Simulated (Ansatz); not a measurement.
# CH₃FSi: basis-set convergence

An exercise on one series of results from a longer session: the logs are not shown, and one member is left open.

The runs use Ansatz 0.2.0, Gaussian basis; one geometry, several basis sets.

Levels to be run: PBE0-D4/def2-SVP; ωB97M-V/def2-SVP; PBE0-D4/def2-QZVPP; ωB97M-V/def2-QZVPP; CCSD(T)/cc-pV(D+d)Z; CCSD(T)/cc-pV(T+d)Z; CCSD(T)/cc-pV(Q+d)Z; the functionals' def2-TZVPP values are taken from earlier runs.

**The relaxed structure**

All runs share one geometry, relaxed beforehand with PBE0-D4 in a triple-zeta def2 set.

SMILES `C[Si]F`, 6 atoms, charge 0, spin multiplicity 1.

Atoms are counted from 1 here; the program's logs count them from 0.

Bond lengths: C1–Si2 1.886 Å, C1–H4 1.092 Å, C1–H5 1.097 Å, C1–H6 1.097 Å, Si2–F3 1.620 Å. Angles: Si2–C1–H4 112.7°, Si2–C1–H5 109.6°, Si2–C1–H6 109.8°, H4–C1–H5 108.9°, H4–C1–H6 109.0°, H5–C1–H6 106.7°, C1–Si2–F3 98.3°.

Coordinates:

```
C    -0.3330    0.3878   -0.1760
Si    0.4670   -0.5782    1.2326
F     1.3608   -1.5940    0.3412
H    -1.0170    1.1619    0.1790
H     0.4458    0.8570   -0.7901
H    -0.8816   -0.2984   -0.8328
```

Set-up of the first run:

Input file in.yaml:

```yaml
crystal:
  periodic: [false, false, false]
  atoms:
    - {symbol: C, position_ang: [-0.332974, 0.387825, -0.176012]}
    - {symbol: Si, position_ang: [0.467046, -0.578243, 1.232559]}
    - {symbol: F, position_ang: [1.360759, -1.593982, 0.341175]}
    - {symbol: H, position_ang: [-1.016978, 1.161885, 0.178990]}
    - {symbol: H, position_ang: [0.445847, 0.856965, -0.790109]}
    - {symbol: H, position_ang: [-0.881600, -0.298449, -0.832804]}
basis:
  gaussian: {orbitals: def2-SVP}
hamiltonian: {xc: pbe0, dispersion: d4}
output: {orbitals: {seedname: orbitals}}
```

On the command line:

```sh
$ ansatz run in.yaml --threads 4 --pin off --events-out ev --progress --plain --max-ram 10444MiB
```

Among the steps run: PBE0-D4 in def2-SVP; ωB97M-V in def2-SVP; PBE0-D4 in def2-QZVPP; ωB97M-V in def2-QZVPP.

One of the session's tables, all rows but one given; the rest of the session is left out.

It belongs to the step «Functionals by basis». 

| functional | basis | HOMO (eV) | LUMO (eV) |
| --- | --- | --- | --- |
| PBE0-D4 | def2-SVP | -6.54 | -2.02 |
| PBE0-D4 | def2-TZVPP | -6.61 | -2.11 |
| PBE0-D4 | def2-QZVPP | -6.65 | -2.17 |
| ωB97M-V | def2-SVP | ? | ? |
| ωB97M-V | def2-TZVPP | -8.71 | -0.09 |
| ωB97M-V | def2-QZVPP | -8.76 | -0.20 |

Estimate the missing values for ωB97M-V, def2-SVP.

As computed: HOMO (eV): -8.63; LUMO (eV): 0.11. In the column «HOMO (eV)» it lies between ωB97M-V, def2-TZVPP (-8.71) and PBE0-D4, def2-QZVPP (-6.65).
